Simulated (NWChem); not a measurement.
**UPBE0/SBKJC-VDZ (core potential) run of SiH3O2 (SMILES [O][SiH2]O)**

Aim: the vertical ionisation energy of SiH3O2 at UPBE0/SBKJC-VDZ (core potential), from 2 runs. 

The results are computed with NWChem 7.3.0.

**1. Starting point**

SiH3O2: 6 atoms, total charge 0, spin state doublet. SMILES: `[O][SiH2]O`. The shape is that of a PBE0-D4/def2-TZVP optimisation. This is one conformer, not always the lowest.

Bond lengths: O1–Si2 1.647 Å, Si2–O3 1.632 Å, Si2–H4 1.494 Å, Si2–H5 1.479 Å, O3–H6 0.959 Å. Angles: O1–Si2–O3 117.2°, O1–Si2–H4 98.3°, O1–Si2–H5 110.2°, O3–Si2–H4 112.7°, O3–Si2–H5 105.0°, Si2–O3–H6 119.0°, H4–Si2–H5 113.8°.

**2. A single-point energy at UPBE0/SBKJC-VDZ (core potential)**

a.nw reads:

```
start a
title "H3O2Si energy"
memory 2200 mb
geometry units angstroms noautosym nocenter noautoz
 O    -1.671900   -0.490300    0.111200
 Si   -0.205500    0.160400   -0.263400
 O     0.949700    0.110200    0.888500
 H     0.117000   -0.700300   -1.441700
 H    -0.353500    1.594200   -0.594000
 H     1.206400   -0.738300    1.253100
end
basis "ao basis" spherical bse
 * library SBKJC-VDZ
end
ecp bse
 O library SBKJC-VDZ
 Si library SBKJC-VDZ
end
dft
 xc pbe0
 mult 2
 grid fine
 convergence energy 1e-08
 maxiter 100
 mulliken
 noprint "final vectors analysis"
end
task dft energy
```

The run is started by

```bash
$ nwchem a.nw > a.out
```

The log of the run:

```text
[...]
          Wavefunction type:  spin polarized.
          No. of atoms     :     6
          No. of electrons :    19
[...]
          Charge           :     0
          Spin multiplicity:     2
[...]
          AO basis - number of functions:    30
[...]
              XC Information
              --------------
                         PBE0 Method XC Functional
                     Hartree-Fock (Exact) Exchange  0.250
          PerdewBurkeErnzerhof Exchange Functional  0.750
            Perdew 1991 LDA Correlation Functional  1.000 local
           PerdewBurkeErnz. Correlation Functional  1.000 non-local
[...]
 d= 0,ls=0.0,diis     1    -37.2460694869 -7.33D+01  4.66D-02  2.27D-01     0.6
[...]
 d= 0,ls=0.0,diis    17    -37.4616831470 -1.04D-10  5.04D-08  7.49D-13     6.8
[...]
         Total DFT energy =      -37.461683147042
      One electron energy =     -131.283253322477
           Coulomb energy =       67.009611309609
    Exchange-Corr. energy =       -9.232586407058
 Nuclear repulsion energy =       36.044545272885
[...]
      Total Density - Mulliken Population Analysis
     ---------------------------------------------
    Atom       Charge   Shell Charges
 -----------   ------   -------------------------------------------------------
    1 O    6     6.35   1.45  3.39  0.45  1.06
    2 Si   4     3.30   1.12  1.98  0.14  0.07
    3 O    6     6.69   1.39  3.66  0.39  1.25
    4 H    1     1.04   0.42  0.62
    5 H    1     1.02   0.42  0.60
    6 H    1     0.60   0.43  0.17
[...]
      <S2> =      0.7540 (Exact =     0.7500)
[...]
```

It took 7.8 s on 1 thread of AMD EPYC 7R43 (Zen 3), shared host; peak memory 0.11 GiB.

**3. The singlet cation, same level**

m1.nw reads:

```
START m1
TITLE "H3O2Si PBE0"
memory 2200 mb
charge 1
GEOMETRY units angstroms noautosym nocenter noautoz
   O       -1.671900      -0.490300       0.111200
   Si      -0.205500       0.160400      -0.263400
   O        0.949700       0.110200       0.888500
   H        0.117000      -0.700300      -1.441700
   H       -0.353500       1.594200      -0.594000
   H        1.206400      -0.738300       1.253100
END
BASIS "ao basis" spherical bse
   * library SBKJC-VDZ
END
ECP bse
   O library SBKJC-VDZ
   Si library SBKJC-VDZ
END
DFT
   xc pbe0
   grid fine
   convergence energy 1e-08
   iterations 100
   mulliken
   print low
END
TASK dft energy
```

The run is started by

```bash
$ nwchem m1.nw > m1.out
```

The log of the run:

```text
[...]
 d= 0,ls=0.0,diis     1    -36.4322299462 -7.25D+01  2.04D-01  3.15D+00     0.4
[...]
 d= 0,ls=0.0,diis    16    -36.9955890382 -5.97D-09  3.56D-06  1.92D-09     3.9
         Total DFT energy =      -36.995589038177
      One electron energy =     -126.086038740712
           Coulomb energy =       61.822199203858
    Exchange-Corr. energy =       -8.776294774208
 Nuclear repulsion energy =       36.044545272885
[...]
      Total Density - Mulliken Population Analysis
     ---------------------------------------------
    Atom       Charge   Shell Charges
 -----------   ------   -------------------------------------------------------
    1 O    6     6.11   1.48  3.28  0.45  0.89
    2 Si   4     3.22   1.13  2.04  0.08 -0.03
    3 O    6     6.56   1.40  3.63  0.40  1.13
    4 H    1     0.78   0.35  0.42
    5 H    1     0.82   0.38  0.43
    6 H    1     0.53   0.41  0.11
[...]
```

It took 4.8 s on 1 thread of AMD EPYC 7R43 (Zen 3), shared host; peak memory 0.11 GiB.

**4. Summary of results**

Level: UPBE0/SBKJC-VDZ (core potential).

```
                                          quantity         value
                      doublet SiH3O2: total energy  -37.46168 Eh
                     doublet SiH3O2: dipole moment        1.98 D
                              doublet SiH3O2: ⟨S²⟩         0.754
                      singlet cation: total energy  -36.99559 Eh
vertical ionisation energy (to the singlet cation)     12.683 eV
```

**Reading.** The vertical ionisation energy comes to 12.68 eV (292 kcal/mol). Only the singlet of the ionised species was computed; a triplet could lie lower. Mulliken charges (doublet SiH3O2) run from -0.69 on O3 to +0.70 on Si2.
